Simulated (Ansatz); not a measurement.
Ligand exchange: MgH(NH2) + H2O2 → MgH(OH) + H3NO

Gas-phase species: MgH(NH2), singlet; H2O2 (hydrogen peroxide) `OO`, singlet; MgH(OH), singlet; H3NO (hydroxylamine) `NO`, singlet. The partners trade NH2 for OH: Mg–NH2 and O–OH bonds give way to Mg–OH and O–NH2.

Shapes, held fixed at every level: PBE0-D4/def2-TZVP. Flexible molecules stand in one conformer, not always the lowest. Programs: Ansatz 0.2.0. The zero-point and thermal change to 298 K, harmonic and unscaled (PBE0-D4/def2-TZVP), is +5.8 kJ/mol.

```csv
level,kind,ΔH(298 K) (kJ/mol),less CCSD(T)/def2-TZVPP
r2SCAN-D4/def2-TZVPP,meta-GGA,-161.5,+0.5
B3LYP-D4/def2-TZVPP,global hybrid,-162.2,-0.2
r2SCAN0-D4/def2-TZVPP,global hybrid,-168.8,-6.8
wB97X-V/def2-TZVPP,range-separated hybrid,-165.0,-3.0
MP2/def2-SVP,perturbation theory,-178.6,-16.6
CCSD/def2-SVP,coupled cluster or CI,-174.6,-12.6
CCSD/def2-TZVPP,coupled cluster or CI,-166.2,-4.2
CCSD(T)/def2-TZVPP,coupled cluster or CI,-162.0,0.0
```

The highest level, CCSD(T)/def2-TZVPP, gives ΔH(298 K) = -162.0 kJ/mol; the levels span -178.6 to -161.5. The column of differences is taken from that level and isn't an error. No measured value is set beside it here. Outer-core shells of Mg are correlated, in sets that cover them unevenly. Sets without diffuse functions underbind ionic bonds of s-block metals.
